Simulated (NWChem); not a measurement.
## Correlation energy of nitrogen dioxide (NO$_{2}$)

```xyz
3

O     -1.0994     0.0000     0.1399
N      0.0000     0.0000    -0.3199
O      1.0994     0.0000     0.1399
```
Charge 0, spin multiplicity 2.

Program: NWChem. The geometry was optimised at UB3LYP/def2-SVP, a minimum by its harmonic frequencies.

Basis set: def2-SVP. Each correlation energy counts from its own Hartree-Fock reference.

The correlated methods keep 3 core orbitals frozen. The unpaired electrons of the parent sit in orbitals of symmetry a1 (C2v labels of the run); other states weren't searched. The stability of the SCF solutions was not checked. Open-shell Hartree-Fock references start from PBE0 orbitals. Coupled-cluster values serve here as a point of comparison, not as the truth.

### Question
Order these methods by the correlation energy they give, lowest first: UMP2, SCS-UMP2, CCSD on UHF, CCSD[T] on UHF, CCSD(T) on UHF.

### Answer
CCSD[T] on UHF (-558.6 mHa), CCSD(T) on UHF (-555.4 mHa), UMP2 (-539.8 mHa), CCSD on UHF (-531.6 mHa), SCS-UMP2 (-513.8 mHa)
